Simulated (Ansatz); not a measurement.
A made-up structure of CH5MgN, closed shell:

| atom | x (Å) | y (Å) | z (Å) |
| --- | --- | --- | --- |
| C1 | -0.5922 | 0.7240 | -0.6250 |
| N2 | 0.5670 | 0.0330 | -0.1028 |
| Mg3 | 0.6702 | -1.3336 | 1.2039 |
| H4 | -0.7301 | 0.5855 | -1.7076 |
| H5 | -1.5086 | 0.3530 | -0.1521 |
| H6 | -0.5716 | 1.8084 | -0.4411 |
| H7 | -0.0432 | -0.0449 | -1.1056 |
| H8 | 0.7649 | -2.5592 | 2.3755 |

It is relaxed with PBE-D4/def2-SVP and then PBE0-D4/def2-TZVP (Ansatz 0.2.0). Atoms count as bonded within 1.22 times the sum of their covalent radii (H–H: 0.88 Å). The end point is not checked to be a true minimum.

Task: Does its bonding change? (A judgement: the text doesn't fix the answer.)

Result: The calculation gives: Yes. Formed: none; broken: C1–H7.

Where it ends: The first stage lowers the energy by 4.42 eV in 19 steps. It ends as CH₅MgN ([CH3][NH][MgH]):
```
atom    x (Å)    y (Å)    z (Å)
  C1  -0.7430   0.7519  -0.6163
  N2   0.3098  -0.2008  -0.3368
 Mg3   0.4909  -1.4094   1.1096
  H4  -1.2612   0.5613  -1.5677
  H5  -1.5137   0.7150   0.1621
  H6  -0.3905   1.7935  -0.6471
  H7   1.0093  -0.1513  -1.0646
  H8   0.6550  -2.4940   2.4060
```

Labels in which every atom is bracketed show which atoms are joined, not bond orders.

For scale, one of the runs: PBE0-D4/def2-TZVP relaxation, 124 basis functions, launched by `ansatz run in.yaml --threads 2 --pin off --events-out ev --progress --plain --max-ram 4352MiB`. Hardware: 2 CPU threads of an Arm Neoverse V1, shared host. Wall time about 14 s.
